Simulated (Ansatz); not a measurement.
A structure relaxed at B3LYP-D4/def2-TZVP in Ansatz, charge 0, singlet:

```
atom    x (Å)    y (Å)    z (Å)
 Al1  -1.7170  -1.5714   1.2734
 Al2   0.0802   0.0741  -0.0581
 Si3   1.6369   1.4973  -1.2153
```

**Question.** Give its formula and point group.

**Answer.** the cluster Al₂Si. Point group C∞v (tolerance 0.1 Å).

**Question.** Summarise the bond lengths by kind (pairs closer than 1.2 times the sum of covalent radii, bridged metal pairs left out).

**Answer.** 1 × Al–Al 2.78 Å; 1 × Al–Si 2.41 Å.

The restricted singlet is unstable towards broken spin symmetry in Hartree–Fock (as tested in another run); at B3LYP-D4/def2-TZVP this wasn't settled. Another isomer (triplet) lies 1.89 eV lower at PBE0-D4/def2-TZVP; other spin states weren't run for this one.
